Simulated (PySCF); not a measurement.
## Adding and removing an electron: SH

PBE; basis H def2-TZVPPD, S def2-TZVPPD; no relativity; PySCF 2.14. Neutral (UKS): doublet (π ↑), Re = 1.356 Å, ωe = 2615 cm⁻¹, De = 3.83 eV, HOMO -6.22 eV, LUMO -5.79 eV.

SH⁺ (UKS): triplet (π ↑↑), Re = 1.382 Å, ωe = 2460 cm⁻¹, De = 3.88 eV to H + S⁺. The energies at the minima are -398.57944 hartree for SH and -398.19791 for SH⁺.

**Question.** Work out the adiabatic ionisation energy, without and with harmonic zero-point energies (1 hartree = 27.2114 eV, 1 eV = 8065.5 cm⁻¹), and the change of the bond length.

**Answer.** At PBE: 0.38153 hartree = 10.382 eV between the minima; the zero-point term (2460.0 − 2615.0)/2 cm⁻¹ = -0.010 eV makes it 10.372 eV. Re changes by +2.6 pm against the neutral. The electron leaves a π orbital, which is non-bonding in a hydride.

SH⁻ (UKS): singlet (closed shell), Re = 1.356 Å, ωe = 2586 cm⁻¹, De = 3.99 eV to H + S⁻. The energies at the minima are -398.57944 hartree for SH and -398.66509 for SH⁻.

**Question.** Work out the adiabatic electron affinity, without and with harmonic zero-point energies (1 hartree = 27.2114 eV, 1 eV = 8065.5 cm⁻¹), and the change of the bond length.

**Answer.** At PBE: 0.08565 hartree = 2.331 eV between the minima; the zero-point term (2615.0 − 2586.0)/2 cm⁻¹ = +0.002 eV makes it 2.332 eV. Re changes by +0.0 pm against the neutral. The electron enters a π orbital, which is non-bonding in a hydride.

For an ion De counts to the pair picked by the measured ionisation energies or electron affinities, which need not be the lowest pair at this level. The highest Kohn–Sham level is positive in this anion. Much of that is self-interaction error, but it also means that the finite basis helps to hold the extra electron. States were picked by a PBE0 search and need not be the measured ground states.
